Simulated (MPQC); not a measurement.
**AlH3 (SMILES [H][Al]([H])[H]) at 6 levels**

Aim: a comparison of 6 runs (HF/STO-3G, HF/3-21G, HF/def2-SVP, PBE0/6-31G**, PBE0/def2-SVP, PBE/6-311G**) of AlH3. 

Program for the calculation: MPQC 2.3.1.

1 further run of the same task is left out (set aside as unsound or not needed).

### 1 The system as given

AlH3 has 4 atoms, charge 0, and is taken as a singlet. SMILES: `[H][Al]([H])[H]`. The shape comes from GFN2-xTB, which is rough for such elements, and wasn't checked as a minimum.

Bond lengths: Al1–H2 1.553 Å, Al1–H3 1.553 Å, Al1–H4 1.553 Å. Angles: H2–Al1–H3 120.0°, H2–Al1–H4 120.0°, H3–Al1–H4 120.0°.

### 2 Energy and gradient at HF/STO-3G (run 1)

job.in

```
molecule<Molecule>: (
  symmetry = c1
  unit = bohr
  { atoms geometry } = {
    Al [ -0.00001890 -0.00003779 0.00003779 ]
    H  [ 2.93408327 -0.05767444 0.02760890 ]
    H  [ -1.41693555 2.56972517 -0.03613156 ]
    H  [ -1.51712882 -2.51201294 0.00846597 ]
  }
)
basis<GaussianBasisSet>: (
  name = "STO-3G"
  molecule = $:molecule
  basisdir = "."
  puream = yes
)
mpqc: (
  checkpoint = no
  savestate = no
  restart = no
  do_energy = yes
  do_gradient = yes
  optimize = no
  mole<CLHF>: (
    molecule = $:molecule
    basis = $:basis
    total_charge = 0
    memory = 1000000000
    print_evals = yes
    print_npa = yes
    maxiter = 120
    value_accuracy = 1e-08
    guess_wavefunction<CLHF>: (
      molecule = $:molecule
      total_charge = 0
      memory = 1000000000
      value_accuracy = 1e-3
      basis<GaussianBasisSet>: (
        name = "STO-3G"
        molecule = $:molecule
      )
    )
  )
)
```

The basis set STO-3G is read from a file made from the Basis Set Exchange's data (not shown).

Command:

```
$ mpqc job.in > job.out
```

What it wrote:

```text
MPQC: Massively Parallel Quantum Chemistry
[...]
  LUMO is     9   A =   0.326115
  total scf energy = -240.7205675962
[...]
Value of the MolecularEnergy: -240.7205675962
  Gradient of the MolecularEnergy:
      1   -0.0000271863
      2   -0.0000281251
      3    0.0000062823
      4    0.0346747008
      5   -0.0006811042
      6    0.0003244033
      7   -0.0167399571
      8    0.0303562495
      9   -0.0004287100
     10   -0.0179075574
     11   -0.0296470202
     12    0.0000980243
[...]
      symmetry = c1
[...]
```

Run time: 0.1 s. Hardware: 1 thread of Arm Neoverse V2, shared host.

### 3 Energy and gradient at HF/3-21G (run 2)

mol.in

```
% AlH3
molecule<Molecule>: (
   symmetry = c1
   unit = bohr
   { atoms geometry } = {
      Al [ -0.00001890    -0.00003779     0.00003779 ]
      H  [ 2.93408327    -0.05767444     0.02760890 ]
      H  [ -1.41693555     2.56972517    -0.03613156 ]
      H  [ -1.51712882    -2.51201294     0.00846597 ]
   }
)
basis<GaussianBasisSet>: (
   name = "3-21G"
   molecule = $:molecule
   basisdir = "."
   puream = yes
)
mpqc: (
   checkpoint = no
   savestate = no
   restart = no
   do_energy = yes
   do_gradient = yes
   optimize = no
   mole<CLHF>: (
      molecule = $:molecule
      basis = $:basis
      total_charge = 0
      memory = 1000000000
      print_evals = yes
      print_npa = yes
      maxiter = 120
      value_accuracy = 1e-08
      guess_wavefunction<CLHF>: (
         molecule = $:molecule
         total_charge = 0
         memory = 1000000000
         value_accuracy = 1e-3
         basis<GaussianBasisSet>: (
            name = "STO-3G"
            molecule = $:molecule
         )
      )
   )
)
```

The basis set 3-21G is read from a file made from the Basis Set Exchange's data (not shown).

Command:

```
$ mpqc mol.in > mol.out
```

What it wrote:

```text
MPQC: Massively Parallel Quantum Chemistry
[...]
  LUMO is     9   A =   0.032731
  total scf energy = -242.2822631156
[...]
Value of the MolecularEnergy: -242.2822631156
  Gradient of the MolecularEnergy:
      1   -0.0000234589
      2   -0.0000223870
      3    0.0000025874
      4   -0.0144059832
      5    0.0002827923
      6   -0.0001365135
      7    0.0069613169
      8   -0.0126286196
      9    0.0001765849
     10    0.0074681251
     11    0.0123682143
     12   -0.0000426588
[...]
      symmetry = c1
[...]
```

Run time: 0.12 s. Hardware: 1 thread of Arm Neoverse V2, shared host.

Run 3 isn't shown in full; the table further down has it.

### 4 Energy and gradient at PBE0/6-31G(d,p) (spherical functions) (run 4)

job.in

```
% emacs should use -*- KeyVal -*- mode
molecule<Molecule>: (
    symmetry = c1
    unit = bohr
    { atoms geometry } = {
        Al [ -0.00001890 -0.00003779 0.00003779 ]
        H  [ 2.93408327 -0.05767444 0.02760890 ]
        H  [ -1.41693555 2.56972517 -0.03613156 ]
        H  [ -1.51712882 -2.51201294 0.00846597 ]
    }
)
basis<GaussianBasisSet>: (
    name = "6-31G**"
    molecule = $:molecule
    basisdir = "."
    puream = yes
)
mpqc: (
    checkpoint = no
    savestate = no
    restart = no
    do_energy = yes
    do_gradient = yes
    optimize = no
    mole<CLKS>: (
        molecule = $:molecule
        basis = $:basis
        total_charge = 0
        memory = 1000000000
        print_evals = yes
        print_npa = yes
        maxiter = 120
        value_accuracy = 1e-08
        functional<SumDenFunctional>: (
            a0 = 0.25
            coefs = [ 0.75 1 ]
            funcs: [ <PBEXFunctional>: () <PBECFunctional>: () ]
        )
        integrator<RadialAngularIntegrator>: ( grid = xfine )
        guess_wavefunction<CLHF>: (
            molecule = $:molecule
            total_charge = 0
            memory = 1000000000
            value_accuracy = 1e-3
            basis<GaussianBasisSet>: (
                name = "STO-3G"
                molecule = $:molecule
            )
        )
    )
)
```

The basis set 6-31G** is read from a file made from the Basis Set Exchange's data (not shown).

Command:

```
$ mpqc job.in > job.out
```

What it wrote:

```text
MPQC: Massively Parallel Quantum Chemistry
[...]
  Integrated electron density error = 0.000514009458
  iter     1 energy = -243.9373198946 delta = 2.08566e-01
  Integrated electron density error = 0.000017364346
  iter     2 energy = -244.0502786560 delta = 2.94671e-02
[...]
  Integrated electron density error = 0.000000001937
  iter     7 energy = -244.0530235906 delta = 6.37680e-07
  Integrated electron density error = 0.000000001937
  iter     8 energy = -244.0530235906 delta = 1.81549e-07
  Integrated electron density error = 0.000000001941
  iter     9 energy = -244.0530235906 delta = 4.34892e-08
[...]
  LUMO is     9   A =  -0.062166
  total scf energy = -244.0530235906
[...]
  Integrated electron density error = -0.000000006423
  Total Gradient:
[...]
Value of the MolecularEnergy: -244.0530235906
  Gradient of the MolecularEnergy:
      1   -0.0000219381
      2   -0.0000210321
      3    0.0000023953
      4   -0.0112460560
      5    0.0002208277
      6   -0.0001066921
      7    0.0054350987
      8   -0.0098601584
      9    0.0001377444
     10    0.0058328954
     11    0.0096603627
     12   -0.0000334476
[...]
        symmetry = c1
[...]
```

It took 5.1 s on 1 thread of Arm Neoverse V2, shared host.

Run 5 isn't shown in full; the table further down has it.

### 5 Energy and forces at PBE/6-311G(d,p) (run 6)

mol.in

```
% emacs should use -*- KeyVal -*- mode
molecule<Molecule>: (
  symmetry = c1
  unit = angstrom
  { atoms geometry } = {
    Al [ -0.000010 -0.000020 0.000020 ]
    H  [ 1.552650 -0.030520 0.014610 ]
    H  [ -0.749810 1.359840 -0.019120 ]
    H  [ -0.802830 -1.329300 0.004480 ]
  }
)
basis<GaussianBasisSet>: (
  name = "6-311G**"
  molecule = $:molecule
  basisdir = "."
  puream = yes
)
mpqc: (
  checkpoint = no
  savestate = no
  restart = no
  do_energy = yes
  do_gradient = yes
  optimize = no
  mole<CLKS>: (
    molecule = $:molecule
    basis = $:basis
    total_charge = 0
    memory = 1000000000
    print_evals = yes
    print_npa = yes
    maxiter = 120
    value_accuracy = 1e-08
    functional<StdDenFunctional>: ( name = "PBE" )
    integrator<RadialAngularIntegrator>: ( grid = xfine )
    guess_wavefunction<CLHF>: (
      molecule = $:molecule
      total_charge = 0
      memory = 1000000000
      value_accuracy = 1e-3
      basis<GaussianBasisSet>: (
        name = "MINI (Huzinaga)"
        molecule = $:molecule
      )
    )
  )
)
```

The basis set 6-311G** is read from a file made from the Basis Set Exchange's data (not shown).

Command:

```
$ mpqc mol.in > mol.out
```

What it wrote:

```text
MPQC: Massively Parallel Quantum Chemistry
[...]
  Integrated electron density error = 0.000280767032
  iter     1 energy = -243.7726388084 delta = 9.52102e-02
  Integrated electron density error = -0.000010906478
  iter     2 energy = -244.0245260925 delta = 2.72962e-02
[...]
  Integrated electron density error = -0.000000008886
  iter     9 energy = -244.0456494237 delta = 4.70291e-07
  Integrated electron density error = -0.000000008886
  iter    10 energy = -244.0456494237 delta = 1.81459e-07
  Integrated electron density error = -0.000000008886
  iter    11 energy = -244.0456494237 delta = 6.91735e-08
[...]
  LUMO is     9   A =  -0.092305
  total scf energy = -244.0456494237
[...]
  Integrated electron density error = -0.000000020539
  Total Gradient:
[...]
Value of the MolecularEnergy: -244.0456494237
  Gradient of the MolecularEnergy:
      1   -0.0000216675
      2   -0.0000206054
      3    0.0000021343
      4   -0.0125937341
      5    0.0002473153
      6   -0.0001193180
      7    0.0060859040
      8   -0.0110402534
      9    0.0001544496
     10    0.0065294976
     11    0.0108135435
     12   -0.0000372659
[...]
        symmetry = c1
[...]
```

Wall time 8.7 s (1 thread of Arm Neoverse V2, shared host).

### 6 All runs side by side

```csv
run,level,integration grid,starting guess,energy (Eh),HOMO energy (eV),LUMO energy (eV),HOMO–LUMO gap (eV),wall time
1,HF/STO-3G,–,STO-3G,-240.720568,-9.28,8.87,18.16,0.1 s
2,HF/3-21G,–,STO-3G,-242.282263,-11.70,0.89,12.59,0.12 s
3,HF/def2-SVP,–,STO-3G,-243.555264,-11.82,1.04,12.87,0.33 s
4,PBE0/6-31G** (spherical functions),xfine,STO-3G,-244.053024,-8.58,-1.69,6.89,5.1 s
5,PBE0/def2-SVP,xfine,STO-3G,-243.990964,-8.60,-1.70,6.90,6 s
6,PBE/6-311G**,xfine,MINI (Huzinaga),-244.045649,-7.33,-2.51,4.82,8.7 s
```

### 7 Outcome

| quantity | value |
| --- | --- |
| run 6: total energy | -244.04565 Eh |
| run 6: HOMO energy | -7.33 eV |
| run 6: LUMO energy | -2.51 eV |
| run 6: HOMO–LUMO gap | 4.82 eV |
| run 6: largest force on an atom | 0.650 eV/Å |

In words: The HOMO–LUMO gap runs from 4.82 eV (PBE/6-311G**) to 18.16 eV (HF/STO-3G). The two ends differ in method and basis. Totals of different functionals can't be ranked against each other. In run 1 the basis is minimal, so the values are rough. All runs together took 20 s, the longest 8.7 s.
